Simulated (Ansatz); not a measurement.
# AlH3O: the cost of one run

Program: Ansatz 0.2.0. Level of theory: RKS r2SCANh/def2-SVP. These are calculated values, not measurements.

## (1) Starting point

Bond lengths: O1–Al2 1.901 Å, O1–H3 0.997 Å, Al2–H4 1.543 Å, Al2–H5 1.588 Å. Angles: O1–Al2–H4 119.7°, O1–Al2–H5 120.0°, H4–Al2–H5 120.2°, Al2–O1–H3 98.5°.

As a file:

```xyz
5

O     0.9780   -1.0187    0.3263
Al   -0.1572    0.3724   -0.2973
H     0.4059   -1.3538    1.0713
H    -1.1865    0.0800   -1.4096
H     0.0098    1.8465    0.2678
```

## (2) Relaxing the start

Contents of input.yaml:

```yaml
crystal:
  periodic: [false, false, false]
  atoms:
    - { symbol: O, position_ang: [0.978, -1.0187, 0.3263] }
    - { symbol: Al, position_ang: [-0.1572, 0.3724, -0.2973] }
    - { symbol: H, position_ang: [0.4059, -1.3538, 1.0713] }
    - { symbol: H, position_ang: [-1.1865, 0.08, -1.4096] }
    - { symbol: H, position_ang: [0.0098, 1.8465, 0.2678] }
basis:
  gaussian: { orbitals: def2-SVP }
hamiltonian:
  xc: r2scanh
relax:
  f_tol: 0.02
  max_steps: 40
scf:
  lower_state_search: "off"
```

Command:

```
ansatz run input.yaml --threads 1 --pin off --max-ram 2048MiB --backend cpu --events-out ev --progress --plain --runs-dir out
```

**Question.** How long does this run take on 1 thread of Arm Neoverse N1, shared host, and how much memory does it need?

About 20 s, with a peak of 0.11 GiB.
